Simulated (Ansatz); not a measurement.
Reaction (SMILES): O (H2O) → 2 H atom + O atom
B3LYP-D3(BJ)/def2-TZVP geometries, fixed; electronic energies without zero-point terms.

Energies in hartree at MP2 with Ansatz (a first-principles code); the atomisation energy is their sum with the coefficients shown, times 627.509 kcal/mol a hartree. All functions are spherical. Cores are frozen. Open shells are unrestricted. No added dispersion term, no relativity.

| species | coefficient | part | cc-pVDZ | cc-pVTZ | cc-pVQZ |
|---|---|---|---|---|---|
| O (H2O) | -1 | Hartree-Fock | -76.02645 | -76.05675 | -76.06441 |
| O (H2O) | -1 | correlation | -0.20194 | -0.26179 | -0.28314 |
| H atom | +2 | Hartree-Fock | -0.49928 | -0.49981 | -0.49995 |
| O atom | +1 | Hartree-Fock | -74.79217 | -74.81176 | -74.81729 |
| O atom | +1 | correlation | -0.10196 | -0.14315 | -0.15759 |

Problem. Predict the atomisation energy in cc-pV5Z (X = 5): let each Hartree-Fock step shrink by the ratio of the last two, and fit each correlation energy at X = 3 and 4 to E + A/X^3. Compare with the run.

Solution. 
- O (H2O): steps -0.03030 and -0.00766, ratio 0.253, so Hartree-Fock -76.06635 (run: -76.06667); A = (-0.26179 - (-0.28314))/(1/27 - 1/64) = 0.9971, correlation -0.28314 - A/64 + A/125 = -0.29074 (run: -0.29186).
- H atom: steps -0.00053 and -0.00014, ratio 0.264, so Hartree-Fock -0.49999 (run: -0.49999).
- O atom: steps -0.01959 and -0.00553, ratio 0.282, so Hartree-Fock -74.81885 (run: -74.81878); A = (-0.14315 - (-0.15759))/(1/27 - 1/64) = 0.6744, correlation -0.15759 - A/64 + A/125 = -0.16273 (run: -0.16368).
Predicted 235.65 kcal/mol; the run in cc-pV5Z gives 236.00, a miss of -0.35. Keeping the value in cc-pVQZ, 233.92, would miss by -2.08. All sums are of the energies as printed.
